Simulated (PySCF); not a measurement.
PySCF input:

```python
from pyscf import gto, scf, dft

mol = gto.M(
    atom='''
    Si    0.00522298    0.00088878    0.13274662
    H    -0.03423424    1.08488138   -0.93662313
    H    -0.03888754   -1.09732424   -0.92182957
    ''',
    basis='def2-tzvpd',
    charge=0,
    spin=0,
    verbose=4,
)

mf = scf.RHF(mol).density_fit(auxbasis='def2-universal-jkfit')
mf.conv_tol = 1e-9
mf.max_cycle = 100
mf.max_memory = 1500
mf.kernel()
if not mf.converged:
    mf = mf.newton()
    mf.kernel(mf.make_rdm1())
mf.analyze()
```

**Question.** Predict the final energy.

**Answer.** -290.02610 Eh (HF/def2-TZVPD).
